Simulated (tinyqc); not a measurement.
Worked calculation: extended Hueckel theory, for CH2. One step of it, computed by the program tinyqc.

Problem. Orbitals. Solve H C = S C e through S^(-1/2); fill by pairs from the bottom, a degenerate level sharing its electrons equally; each orbital has its largest coefficient positive (the first on a tie).

H (eV), order 1C 2s, 1C 2px, 1C 2py, 1C 2pz, 2H 1s, 3H 1s:
```
[[-21.400000, 0.000000, 0.000000, 0.000000, -13.205834, -13.369185],
 [0.000000, -11.400000, 0.000000, 0.000000, 0.000000, 0.000000],
 [0.000000, 0.000000, -11.400000, 0.000000, -8.358718, 8.420176],
 [0.000000, 0.000000, 0.000000, -11.400000, -3.852716, -3.886235],
 [-13.205834, 0.000000, -8.358718, -3.852716, -13.600000, -2.142865],
 [-13.369185, 0.000000, 8.420176, -3.886235, -2.142865, -13.600000]]
```

overlap S, order 1C 2s, 1C 2px, 1C 2py, 1C 2pz, 2H 1s, 3H 1s:
```
[[1.000000, 0.000000, 0.000000, 0.000000, 0.487344, 0.493372],
 [0.000000, 1.000000, 0.000000, 0.000000, 0.000000, 0.000000],
 [0.000000, 0.000000, 1.000000, 0.000000, 0.443517, -0.446778],
 [0.000000, 0.000000, 0.000000, 1.000000, 0.204427, 0.206205],
 [0.487344, 0.000000, 0.443517, 0.204427, 1.000000, 0.105042],
 [0.493372, 0.000000, -0.446778, 0.206205, 0.105042, 1.000000]]
```

valence electrons = 6

Give: orbital energies; occupations; coefficients; sum of one-electron energies.

Solution.

orbital energies (eV): [-22.5167, -14.8507, -11.8548, -11.4000, 1.3559, 5.7525]

occupations: [2.0000, 2.0000, 2.0000, 0.0000, 0.0000, 0.0000]

coefficients, order 1C 2s, 1C 2px, 1C 2py, 1C 2pz, 2H 1s, 3H 1s:
```
[[0.7861, 0.0008, -0.2293, 0.0000, 0.0625, 1.1030],
 [0.0000, 0.0000, 0.0000, 1.0000, 0.0000, 0.0000],
 [0.0006, 0.4761, -0.0017, 0.0000, 1.2493, -0.0865],
 [-0.0265, 0.0002, 0.9245, 0.0000, 0.0342, 0.5474],
 [0.1940, 0.4643, 0.1469, 0.0000, -0.9426, -0.8649],
 [0.1968, -0.4594, 0.1460, 0.0000, 0.8298, -0.9936]]
```

sum of one-electron energies = -98.4443 eV
